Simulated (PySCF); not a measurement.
## State search for AlH⁺

Unrestricted PBE0; PySCF, spin-free X2C with a Gaussian nucleus, basis sets Al x2c-SVPall, H x2c-SVPall. Outer shells of the fragments: Al+ 3s2; H 1s1.

Followed along the bond (rough minima from three points):

| 2Ms+1 | unpaired | ⟨S²⟩ at the start | R at minimum (Å) | Te (eV) |
| --- | --- | --- | --- | --- |
| 2 | σ ↑ | 0.76 | 1.63 | 0.00 |
| 4 | σ ↑↑, π ↑ | 3.75 | none in the scan | ≤ 5.73 |

Solutions found at the starting distance of 1.615 Å, counted from the lowest of them; the search is not exhaustive and high or unbound solutions are not listed, so other states can lie among these:

```tsv
2Ms+1	unpaired	term	E (eV)	⟨S²⟩	⟨Lz²⟩	μ (D)
2	σ ↑	²Σ⁺	0.00	0.76	0.00	-0.38
2	π ↑	²Π	3.40	0.82	1.00	-1.04
4	σ ↑↑, π ↑	⁴Π	6.11	3.75	1.00	2.04
4	σ ↑↑↑	⁴Σ⁺	9.86	3.75	0.00	2.87
```

A term symbol is given only where ⟨S²⟩ and ⟨Lz²⟩ are close to those of a pure state; real π, δ and φ orbitals otherwise mix terms. A positive dipole points towards H; it is taken about the centre of mass and depends on that origin.

Counting both spins, an empty level lies below a filled one in some of these solutions, because spin and occupation are held.
